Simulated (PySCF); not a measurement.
## CFCl3: calculation against experiment

**The experiment to reproduce.**

From NIST CCCBDB Release 22 (SRD 101), experimental dipoles, for the gas: dipole moment (microwave Stark effect, vibrational ground state) 0.46 ± 0.02 D.

The runs below try to reproduce these values; the comparison stands at the end.

CFCl3.
Numbering: `[F:1][C:2]([Cl:3])([Cl:4])[Cl:5]`

Cartesian coordinates in Å at the GFN2-xTB level; atoms count from 1:
```
atom  x, y, z in Å
F1     0.060   -0.141    1.396
C2     0.005   -0.006    0.067
Cl3   -0.458    1.661   -0.313
Cl4    1.603   -0.371   -0.604
Cl5   -1.201   -1.140   -0.563
```

The PySCF runs (gas phase, on this GFN2-xTB geometry; no spin–orbit coupling):

| level | job | basis functions |
| --- | --- | --- |
| B97-2/aug-cc-pVDZ | shieldings | 127 |
| BHandHLYP/aug-cc-pVDZ | shieldings | 127 |
| CAM-B3LYP/aug-cc-pVDZ | shieldings | 127 |
| HCTH407/aug-cc-pVDZ | shieldings | 127 |
| HSE06/aug-cc-pVDZ | shieldings | 127 |
| LC-wPBE/aug-cc-pVDZ | shieldings | 127 |
| OLYP/aug-cc-pVDZ | shieldings | 127 |
| WP04/aug-cc-pVDZ | shieldings | 127 |
| mPW1PW91/aug-cc-pVDZ | shieldings | 127 |
| revPBE/aug-cc-pVDZ | shieldings | 127 |
| wB97X-D/aug-cc-pVDZ | shieldings | 127 |
| wB97X/aug-cc-pVDZ | shieldings | 127 |

Results beside the measurements:

**Dipole moment.** Measured: 0.46 D (NIST CCCBDB Release 22 (SRD 101), experimental dipoles).

```tsv
level	computed (D)	computed − measured (D)	% (from the printed values)
B97-2/aug-cc-pVDZ	0.35	-0.11	-24
BHandHLYP/aug-cc-pVDZ	0.45	-0.01	-2
CAM-B3LYP/aug-cc-pVDZ	0.41	-0.05	-11
HCTH407/aug-cc-pVDZ	0.29	-0.17	-37
HSE06/aug-cc-pVDZ	0.36	-0.10	-22
LC-wPBE/aug-cc-pVDZ	0.37	-0.09	-20
OLYP/aug-cc-pVDZ	0.28	-0.18	-39
WP04/aug-cc-pVDZ	0.46	0.00	0
mPW1PW91/aug-cc-pVDZ	0.36	-0.10	-22
revPBE/aug-cc-pVDZ	0.27	-0.19	-41
wB97X-D/aug-cc-pVDZ	0.36	-0.10	-22
wB97X/aug-cc-pVDZ	0.37	-0.09	-20
```

Closest is WP04/aug-cc-pVDZ (0.00 D), furthest revPBE/aug-cc-pVDZ (-0.19 D); one molecule doesn't rank methods. The computed dipoles belong to one fixed geometry; measured ones are averaged over vibrations unless marked μe. Magnitudes are compared, not signs.

No measured geometry was used, and the causes of the misses weren't examined.
